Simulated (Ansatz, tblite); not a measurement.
# The cluster Ge₂O₂: rung by rung

How do method and basis change the picture of the cluster Ge₂O₂ (singlet)?

Method: as each input shows; program: Ansatz 0.2.0, Gaussian basis.

The runs, in order: GFN1-xTB, GFN2-xTB, PBE-D4/def2-TZVP, r2SCAN-D4/def2-TZVP, revPBE-D4/def2-TZVP, B2PLYP/def2-TZVP, CAM-B3LYP-D4/def2-TZVP, HSE06-D4/def2-TZVP, BLYP-D4/def2-TZVP, LC-ωPBE(0.10)/def2-TZVP, LC-ωPBE(0.15)/def2-TZVP, LC-ωPBE(0.20)/def2-TZVP, LC-ωPBE(0.30)/def2-TZVP, PBE-D4/def2-SVP, PBE0-D4/def2-SVP, HF/6-31G, B3LYP-D4/6-31G, PBE0-D4/def2-TZVPD, PBE-D4/def2-TZVPD, r2SCAN-D4/def2-TZVPD, CCSD(T)/def2-TZVPP, MP2/def2-TZVP, RPA/def2-TZVP.

1 further run of the same task is left out (set aside as unsound or not needed). Runs told in other sessions of the task aren't counted.

## 1. The relaxed structure

The geometry is that of the singlet, from an earlier relaxation (PBE-D4/def2-SVP). At that level it is the lowest of the isomers that a small search found.

4 atoms, charge 0, spin multiplicity 1.

Bond lengths: Ge1–O3 1.855 Å, Ge1–O4 1.855 Å, Ge2–O3 1.855 Å, Ge2–O4 1.855 Å. Angles: O3–Ge1–O4 86.1°, O3–Ge2–O4 86.1°, Ge1–O3–Ge2 93.9°, Ge1–O4–Ge2 93.9°.

PBE0-D4/def2-TZVP was run before; its log isn't repeated, and its numbers join the tables.

## 2. GFN1-xTB

Tight binding, by tblite at 300 K electronic temperature and without a spin-polarisation term:

```python
tblite.interface.Calculator('GFN1-xTB', numbers, positions, charge=0, uhf=0).singlepoint()
```

Energy -346.0494 eV, HOMO -10.05 eV, LUMO -7.76 eV; 0.002 s.

## 3. GFN2-xTB

Tight binding, by tblite at 300 K electronic temperature and without a spin-polarisation term:

```python
tblite.interface.Calculator('GFN2-xTB', numbers, positions, charge=0, uhf=0).singlepoint()
```

Energy -330.2354 eV, HOMO -11.28 eV, LUMO -7.56 eV; 0.002 s.

## 4. PBE-D4/def2-TZVP

start.molden holds the orbitals of an earlier run on this state, given as this run's starting guess.

File in.yaml:

```yaml
crystal:
  periodic: [false, false, false]
  atoms:
    - {symbol: Ge, position_ang: [0.123231, 1.288653, -0.402547]}
    - {symbol: Ge, position_ang: [-0.123673, -1.288415, 0.403183]}
    - {symbol: O, position_ang: [1.055963, 0.114522, 0.689878]}
    - {symbol: O, position_ang: [-1.055530, -0.114759, -0.690503]}
basis:
  gaussian: {orbitals: def2-TZVP, initial_orbitals: start.molden}
hamiltonian: {xc: pbe, dispersion: d4}
scf: {omitted_lower_state_checks: [starts]}
output: {forces: true, orbitals: {seedname: orbitals}}
```

Command:

```bash
ansatz run in.yaml --threads 4 --pin off --events-out ev --progress --plain --max-ram 3916MiB
```

Further steps of the session: r2SCAN-D4/def2-TZVP; revPBE-D4/def2-TZVP; B2PLYP/def2-TZVP; CAM-B3LYP-D4/def2-TZVP; HSE06-D4/def2-TZVP; BLYP-D4/def2-TZVP; LC-ωPBE(0.10)/def2-TZVP; LC-ωPBE(0.15)/def2-TZVP; LC-ωPBE(0.20)/def2-TZVP; LC-ωPBE(0.30)/def2-TZVP; PBE-D4/def2-SVP; PBE0-D4/def2-SVP; HF/6-31G; B3LYP-D4/6-31G; PBE0-D4/def2-TZVPD; PBE-D4/def2-TZVPD; r2SCAN-D4/def2-TZVPD; CCSD(T)/def2-TZVPP; MP2/def2-TZVP; RPA/def2-TZVP.

Q: Predict the results of all the runs planned. Wanted: gap in def2-TZVP, named functionals, smallest and largest; gap over the ω; correlation energy, CCSD(T)/def2-TZVPP; correlation energy, MP2/def2-TZVP; binding an atom, CCSD(T)/def2-TZVPP; PBE0 total energy, smallest basis above largest.

As calculated:

| quantity | value |
| --- | --- |
| gap in def2-TZVP, named functionals, smallest and largest | 2.69 eV (BLYP-D4), 6.91 eV (CAM-B3LYP-D4) |
| gap over the ω (1/bohr) | 5.54 eV at 0.1, 8.59 eV at 0.3 |
| correlation energy, CCSD(T)/def2-TZVPP | -26.01 eV |
| correlation energy, MP2/def2-TZVP | -25.27 eV |
| binding an atom, CCSD(T)/def2-TZVPP | 3.903 eV |
| PBE0 total energy, smallest basis above largest | 19.54 eV (def2-SVP, def2-TZVPD) |

In words: Orbital gaps of the named functionals in def2-TZVP span 2.69 eV (BLYP-D4) to 6.91 eV (CAM-B3LYP-D4); exact exchange widens it. Raising the ω (1/bohr) from 0.1 to 0.3 moves the HOMO by -1.71 eV and the LUMO by +1.35 eV. A small miss in a minimal or small basis is a cancelling of errors, not accuracy. The functionals in def2-TZVP miss CCSD(T)/def2-TZVPP by +0.036 (PBE0-D4) to +0.323 eV (PBE-D4) an atom. The reference is CCSD(T) in one finite basis, so it carries an error of its own, often a tenth of an eV or more, and near misses can't be ranked.
